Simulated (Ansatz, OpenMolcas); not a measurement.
**Predicting a hybrid from its neighbours: SiH4 (silane)**

The species is SiH4 (5 atoms), meant as a singlet with charge 0. As SMILES, `[SiH4]`. The shape is that of a PBE0-D4/def2-TZVP optimisation.

The vertical energy of the triplet above the singlet y, in eV, basis cc-pVTZ; a is the functional's share of exact exchange. Programs: Ansatz 0.2.0, OpenMolcas 26.06.

| functional | program | a | y (eV) |
| --- | --- | --- | --- |
| r2SCAN | Ansatz | 0 | 8.42 |
| TPSS | OpenMolcas | 0 | 8.52 |
| B3LYP | Ansatz | 0.2 | 8.65 |
| r2SCAN0 | Ansatz | 0.25 | ? |
| PBE0 | Ansatz | 0.25 | 8.52 |
| BHLYP | Ansatz | 0.5 | 8.93 |

Task: Fit y = c + s·a to the known rows and predict r2SCAN0.

Result: 
1. Means of the 5 rows: a = 0.1900, y = 8.608.
2. Σ(Δa)² = 0.172, Σ(Δa·Δy) = 0.1474, so the slope is 0.1474/0.172 = 0.85698.
3. Intercept: 8.608 − (0.85698) × 0.1900 = 8.445. The largest residual of the fit is 0.14.
4. r2SCAN0: 8.445 + (0.85698) × 0.25 = 8.66 eV.

The run gave 8.56 eV, so the prediction is off by +0.10 eV, within the scatter of the fit.
